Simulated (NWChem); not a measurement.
S anion, doublet

Results from NWChem. Spin-unrestricted. The open p shell is one determinant without spherical averaging. Sets without diffuse functions describe the anion's extra electron poorly. No stability test was run on the SCF state. The highest occupied level is positive in some or all of these runs, so the extra electron may be held by the finite basis. Total energies compare along this basis series because the functional is fixed.

```
level             basis functions  energy (Ha)  highest occupied level (eV)  lowest empty minus highest occupied level, either spin (eV)
----------------  ---------------  -----------  ---------------------------  -----------------------------------------------------------
PBE0/3-21G                     13    -396.0587                         1.58                                                         2.56
PBE0/pcseg-1                   18    -398.0175                         0.75                                                         2.61
PBE0/aug-pcseg-1               27    -398.0257                         0.12                                                         2.52
PBE0/pcseg-2                   34    -398.0493                         0.69                                                         2.71
PBE0/def2-TZVPP                42    -398.0383                         0.87                                                         2.75
PBE0/def2-QZVP                 70    -398.0575                         0.45                                                         2.72
```
